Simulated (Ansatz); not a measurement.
HBC, triplet: vertical spin and charge gaps

Geometry (PBE0/def2-TZVP stationary point for this spin, not checked as a minimum):

```xyz
3

B     0.0000    0.0000    0.0901
C     0.0000    0.0000   -1.3588
H     0.0000    0.0000    1.2688
```

Basis 6-31G; Ansatz 0.2.0. Correlated methods freeze the noble-gas cores. Prefix R: restricted or restricted open-shell reference; prefix U: unrestricted. Active spaces: valence = (8e, 9o) chosen from the atoms' valence shells.

Gaps are energies of the second state less the first, at fixed atoms, for a selection of the levels run; each method lands on the state that its own search finds for that charge and spin.

Unrestricted rows (U) aren't spin-pure: their determinants' ⟨S²⟩ exceeds S(S+1) by up to 0.41, so they mix in states of higher spin, at the starting point too. HF rows: UHF is the lowest solution found. Coupled cluster chose its determinant by a search with trial CCSD, here up to 0.36 eV above the lowest Hartree–Fock solution of its kind, and MP2 stands on that determinant too. For open shells CISD and CISDTQ are restricted-active-space CI with the open shells as a complete middle space. The determinant of the HBC singlet fills πx and πy unequally, so it is a mixture of Σ and Δ, which weighs on every level built on one determinant. A value is left out where its run failed or describes another state than the reference as far as symmetry and spin tell, or, spin-broken singlets apart, can't be checked.

Removing an electron, to the doublet: 10.477 eV at full CI (triplet B1, doublet ion B1, in C2v).

Large singles or doubles amplitudes warn of static correlation in the HBC triplet.

| level | gap (eV) | error (meV) |
| --- | --- | --- |
| RMP2 | 10.584 | 107 |
| RCCSD | 10.428 | -49 |
| RCCSD(T) | 10.476 | -1 |
| BCCD(T) | 10.475 | -2 |
| RCCSDT | 10.470 | -7 |
| CISDTQ | 10.457 | -20 |
| RCCSDT(Q) | 10.477 | 0 |
| RCCSDTQ | 10.476 | -1 |
| CASSCF (valence space) | 10.216 | -261 |
| NEVPT2 (valence space) | 10.388 | -89 |
| MRCISD (valence space) | 10.461 | -16 |
| MRCISD+Q (valence space) | 10.470 | -7 |

Removing an electron, to the quartet: 8.725 eV at full CI (triplet B1, quartet ion A2, in C2v).

Large singles or doubles amplitudes warn of static correlation in the HBC triplet.

```
                   level  gap (eV)  error (meV)  ⟨S²⟩ where 0.1 over S(S+1) (first / second)
                     UHF     7.698        -1027                                     2.41 / –
                    RMP2     8.465         -260                                        – / –
                    UMP2     8.196         -529                                     2.41 / –
                   RCCSD     8.636          -89                                        – / –
                   UCCSD     8.645          -80                                     2.41 / –
                RCCSD(T)     8.705          -20                                        – / –
                UCCSD(T)     8.697          -28                                     2.41 / –
                 BCCD(T)     8.703          -22                                        – / –
                  RCCSDT     8.715          -10                                        – / –
                  UCCSDT     8.717           -8                                     2.41 / –
                  CISDTQ     8.699          -26                                        – / –
               RCCSDT(Q)     8.724           -1                                        – / –
               UCCSDT(Q)     8.724           -1                                     2.41 / –
                 RCCSDTQ     8.724           -1                                        – / –
                 UCCSDTQ     8.724           -1                                     2.41 / –
  CASSCF (valence space)     8.356         -369                                        – / –
  NEVPT2 (valence space)     8.610         -115                                        – / –
  MRCISD (valence space)     8.710          -15                                        – / –
MRCISD+Q (valence space)     8.722           -3                                        – / –
```

Singlet less triplet: 0.931 eV at full CI (triplet B1, singlet A2, in C2v).

Large singles or doubles amplitudes warn of static correlation in the HBC triplet.

By full CI's occupations no single determinant describes the singlet well.

```json
{"level": "RMP2", "gap (eV)": "1.106", "error (meV)": "175"}
{"level": "RCCSD", "gap (eV)": "0.986", "error (meV)": "55"}
{"level": "RCCSD(T)", "gap (eV)": "0.989", "error (meV)": "58"}
{"level": "BCCD(T)", "gap (eV)": "0.987", "error (meV)": "56"}
{"level": "RCCSDT", "gap (eV)": "0.976", "error (meV)": "45"}
{"level": "CISDTQ", "gap (eV)": "0.948", "error (meV)": "17"}
{"level": "RCCSDT(Q)", "gap (eV)": "0.955", "error (meV)": "24"}
{"level": "RCCSDTQ*", "gap (eV)": "0.933", "error (meV)": "2"}
{"level": "CASSCF (valence space)", "gap (eV)": "1.014", "error (meV)": "83"}
{"level": "NEVPT2 (valence space)", "gap (eV)": "0.943", "error (meV)": "12"}
{"level": "MRCISD (valence space)", "gap (eV)": "0.927", "error (meV)": "-4"}
{"level": "MRCISD+Q (valence space)", "gap (eV)": "0.925", "error (meV)": "-6"}
```

An asterisk marks runs whose energy the program itself flagged as in doubt.

Quintet less triplet: 3.369 eV at full CI (triplet B1, quintet B2, in C2v).

Large singles or doubles amplitudes warn of static correlation in the HBC triplet.

```tsv
level	gap (eV)	error (meV)	⟨S²⟩ where 0.1 over S(S+1) (first / second)
UHF	2.227	-1142	2.41 / –
RMP2	3.137	-232	– / –
RCCSD(T)	3.344	-25	– / –
UCCSD(T)	3.334	-35	2.41 / –
BCCD(T)	3.339	-30	– / –
CISDTQ	3.343	-26	– / –
RCCSDT(Q)	3.367	-2	– / –
RCCSDTQ	3.368	-1	– / –
UCCSDTQ	3.367	-2	2.41 / –
NEVPT2 (valence space)	3.379	10	– / –
```

Full CI is exact within this basis and frozen core; it isn't the basis-set limit. The frozen core follows each run's orbitals, which can shift R against U totals by a few meV.
